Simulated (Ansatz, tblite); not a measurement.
Cost and result up the ladder for [Al(OMe)H3]- (CH₆AlO⁻) (9 atoms). Total charge -1; singlet. Geometry: r2SCAN-D4/def2-TZVPD.

```xyz
9

Al    0.774   -0.464    1.035
O    -0.679    0.357    0.403
C    -0.873    0.516   -0.958
H    -0.842   -0.442   -1.514
H    -0.115    1.173   -1.429
H    -1.859    0.971   -1.162
H     0.646   -0.491    2.664
H     2.114    0.366    0.553
H     0.833   -1.985    0.408
```

Ansatz on 4 threads of Arm Neoverse V1 on a shared host; xTB runs through tblite on one thread. Times are rough, summed over both states, and most runs start from the orbitals of an earlier one. PBE0-D4/def2-TZVPD serves as the yardstick here, not as an exact answer. The other state is a triplet.

The xTB rows come from tblite. HOMO above LUMO, or a gap near zero within one spin, warns that the state may not be the lowest or that an electron is smeared out.

xTB has no spin-polarisation term.

```csv
level,functions,wall time,vertical triplet (eV),difference from PBE0-D4/def2-TZVPD (eV),remarks
GFN2-xTB,23,0.008 s,7.56,2.59,–
GFN1-xTB,29,0.009 s,7.71,2.74,–
PBE-D4/def2-TZVPD (with forces),174,9.6 s,4.51,-0.46,"HOMO above zero (triplet), gap within one spin near zero (triplet)"
PBE0-D4/def2-TZVPD,174,11 s,4.97,0.00,HOMO above zero (triplet)
r2SCAN-D4/def2-TZVPD,174,17 s,4.79,-0.18,HOMO above zero (triplet)
```
